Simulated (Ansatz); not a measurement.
Molecule: NO2 (charge 0, doublet). It need not be the lowest isomer of its formula. 
Geometry from a B3LYP-D3(BJ)/def2-TZVP (Ansatz, a program for electronic structure) optimisation:
SMILES: N([O])=O
```xyz
3

N      0.0007    -0.0065     0.3208
O      0.0274     1.0999    -0.1182
O     -0.0281    -1.0942    -0.1625
```
Charge 0, spin multiplicity 2.

Quantity: vertical electron affinity (to the singlet state of charge -1; a negative value means that the extra electron is unbound and the number depends on the basis; each state is the SCF solution reached for its spin; for the singlet T1 is 0.027), in eV. Valence correlation only, unless marked. Open shells are spin-unrestricted. Spin-orbit coupling is left out. No relativistic terms. Anions need diffuse functions: aug- sets have them; def2-D sets add few. Basis-set limits of correlation are two-point, X^-3; Hartree-Fock from the larger set. The bracket is a focal-point correction in the basis named.

| level | program | vertical electron affinity (eV) |
|---|---|---|
| PBE/def2-TZVPD | Ansatz | 1.07 |
| B3LYP/def2-TZVPD | Ansatz | (withheld) |
| BHLYP/def2-TZVPD | Ansatz | (withheld) |
| B2PLYP/def2-TZVPD | Ansatz | 1.17 |
| SCS-MP2/aug-cc-pVDZ | Ansatz | 1.08 |
| SCS-MP2/aug-cc-pVTZ | Ansatz | 1.26 |
| CCSD/aug-cc-pVDZ | Ansatz | 1.23 |
| CCSD/aug-cc-pVTZ | Ansatz | 1.37 |
| RI-MP2/CBS(aug-cc-pVTZ,aug-cc-pVQZ)+[CCSD(T)-MP2]/aug-cc-pVTZ | Ansatz | 1.42 |

Task: Complete the blanks.

Result: 
- B3LYP/def2-TZVPD, vertical electron affinity (eV): 1.35
- BHLYP/def2-TZVPD, vertical electron affinity (eV): 1.38
